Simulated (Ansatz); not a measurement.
A calculation on rock-salt TiC returned lattice constant a 4.304 Å, bulk modulus 278 GPa.

For reference: lattice constant a 4.33 Å (measured, temperature not stated, no zero-point or thermal correction; as tabulated in Zhang et al. (2018), doi:10.1088/1367-2630/aac7f0); bulk modulus 240 GPa (measured, temperature not stated, no zero-point or thermal correction, our sources range from 235 to 268; as tabulated in Krasnenko and Brik (2013), arXiv:1306.3139).

Problem. Which level of theory produced these numbers?
A. r²SCAN (Ansatz, a program for electronic structure)
B. PBE0 (Ansatz)
C. rVV10 (Ansatz)
D. Hartree–Fock (Ansatz)

Solution. B, PBE0 (Ansatz)

The others give: r²SCAN 4.328 Å, 262 GPa; rVV10 4.356 Å, 243 GPa; Hartree–Fock 4.373 Å, 286 GPa.

Unless a cell is named, each level is at its own relaxed cell (Hartree–Fock 10.45, PBE0 9.96, r²SCAN 10.13, rVV10 10.33 Å³/atom).

Ansatz's density-functional and Hartree–Fock values are scalar-relativistic unless marked +SOC, with PAW data made under PBE.
